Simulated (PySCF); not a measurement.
# Working out the ionisation energy of Ar

Ar [Ar] (1S) → Ar⁺ [Ne] 3s2 3p5 (2P). Calculation: PySCF 2.14, in aug-cc-pwCVDZ (6s5p3d, 36 functions); the non-relativistic Hamiltonian (point nucleus). Frozen: 1s2. Energies in hartree (1 hartree = 27.21139 eV):

| part | Ar (lower) | Ar⁺ (upper) |
| --- | --- | --- |
| UHF | -526.800989 | -526.261926 |
| CCSD correlation | -0.322190 | -0.292016 |
| (T) | -0.004280 | -0.003246 |

Task: What does Hartree-Fock give?

Result: (-526.261926) − (-526.800989) = 0.539063 hartree = 14.669 eV.

Task: What do CCSD and CCSD(T) give?

Result: The CCSD correlation energies differ by 0.030174 hartree = 0.821 eV and the triples by 0.001034 hartree = 0.028 eV, so CCSD gives 15.490 eV and CCSD(T) 15.518 eV.

Measured between the centres of the two terms (NIST): 15.819 eV, so CCSD(T) (valence and next inner shell) is off by -0.301 eV.

A double-zeta basis recovers only part of the correlation energy.

What remains against the reference includes basis incompleteness, the frozen core and higher excitations.
